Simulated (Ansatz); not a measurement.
Molecular dynamics of C$_{2}$H$_{2}$F

Input:

```yaml
crystal:
  periodic: [false, false, false]
  atoms:
    - { symbol: C, position_ang: [0.489389, -0.200202, 0.0092] }
    - { symbol: C, position_ang: [-0.600571, 0.399335, 0.444116] }
    - { symbol: F, position_ang: [-1.732416, 0.63057, -0.14836] }
    - { symbol: H, position_ang: [0.538006, -0.601756, -1.010412] }
    - { symbol: H, position_ang: [1.355392, -0.301646, 0.664056] }
magnetization:
  spin_polarized: true
  initial_magnetization: 1
basis:
  gaussian: { orbitals: def2-SVP }
hamiltonian:
  xc: pbe0
  dispersion: d4
md:
  timestep: 0.5
  n_steps: 100
  ensemble: nvt_nose_hoover
  temperature: 700.0
  initial_velocities: maxwell_boltzmann
  seed: 477700
  nose_hoover: { tau: 3.0, chain_length: 1 }
```

Run as:

```bash
$ ansatz run input.yaml --threads 1 --pin off --max-ram 2048MiB --backend cpu --events-out ev --progress --plain --runs-dir out
```

It starts from a relaxed structure.

Output, in part (step lines, the closing report, with atoms numbered from 0):

```
md step     0: t =     0.00 fs  T =   700.0 K  F+E_penalty+E_count = -4811.40139091 eV  E_kin = 0.271446 eV  conserved = -4811.12994491 eV  (31 SCF iters)
[... lines left out ...]
Total energy: -4811.23588329 eV, -176.8096575381 hartree
Atom 0 at     0.467690    -0.205535     0.022069 Å, force     1.930070    -0.738453    -1.673098 eV/Å
Atom 1 at    -0.581608     0.376941     0.441134 Å, force    -3.537005     1.597910     0.774104 eV/Å
Atom 2 at    -1.734227     0.636425    -0.149759 Å, force     0.797401    -0.273024     0.409117 eV/Å
Atom 3 at     0.595356    -0.479232    -1.016370 Å, force    -0.225328    -0.358543    -0.603424 eV/Å
Atom 4 at     1.364770    -0.204133     0.578564 Å, force     1.034861    -0.227890     1.093301 eV/Å
Dipole moment:     0.209762    -0.051937    -0.058084 e Å
```

The steps, from the saved trajectory:

| time (fs) | T (K) | potential energy less start (eV) | conserved less start (meV/atom) |
| --- | --- | --- | --- |
| 0.0 | 700 | 0.000 | 0.00 |
| 1.5 | 599 | 0.041 | 0.11 |
| 3.0 | 476 | 0.106 | 0.22 |
| 4.5 | 519 | 0.132 | 0.17 |
| 6.0 | 678 | 0.152 | 0.13 |
| 7.5 | 819 | 0.205 | 0.32 |
| 9.0 | 1049 | 0.214 | 0.24 |
| 10.5 | 1053 | 0.228 | 0.06 |
| 12.0 | 611 | 0.343 | 0.25 |
| 13.5 | 319 | 0.434 | 0.38 |
| 15.0 | 392 | 0.421 | 0.25 |
| 16.5 | 657 | 0.385 | 0.14 |
| 18.0 | 858 | 0.416 | 0.42 |
| 19.5 | 1083 | 0.420 | 0.28 |
| 21.0 | 929 | 0.480 | 0.17 |
| 22.5 | 415 | 0.645 | 0.51 |
| 24.0 | 276 | 0.703 | 0.62 |
| 25.5 | 721 | 0.585 | 0.30 |
| 27.0 | 1204 | 0.504 | 0.05 |
| 28.5 | 842 | 0.645 | 0.60 |
| 30.0 | 564 | 0.720 | 0.59 |
| 31.5 | 630 | 0.682 | 0.46 |
| 33.0 | 807 | 0.612 | 0.57 |
| 34.5 | 1096 | 0.464 | 0.50 |
| 36.0 | 1116 | 0.294 | 0.25 |
| 37.5 | 708 | 0.228 | 0.11 |
| 39.0 | 350 | 0.240 | 0.25 |
| 40.5 | 293 | 0.214 | 0.24 |
| 42.0 | 421 | 0.148 | 0.13 |
| 43.5 | 580 | 0.101 | 0.12 |
| 45.0 | 737 | 0.080 | 0.16 |
| 46.5 | 863 | 0.072 | 0.14 |
| 48.0 | 820 | 0.097 | 0.13 |
| 49.5 | 639 | 0.154 | 0.26 |

All steps were run. The conserved energy stayed within 0.7 meV per atom of its start (net change 0.3 meV per atom), so the integration is sound. A run of 0.05 ps of so small a system gives no equilibrium averages.

The same pairs are bonded in the first frame and the last. Pairs count as bonded within 1.25 times the sum of covalent radii (0.12 Å more for H–H).

Last frame:

```xyz
5
Properties=species:S:1:pos:R:3
C 0.468 -0.205 0.022
C -0.582 0.377 0.441
F -1.734 0.636 -0.150
H 0.595 -0.479 -1.016
H 1.365 -0.204 0.579
```

The run took 5.2 min on 1 thread of Intel(R) Xeon(R) Platinum 8259CL CPU @ 2.50GHz (Skylake/Cascade Lake), with other jobs on the host, peak memory 0.14 GiB.
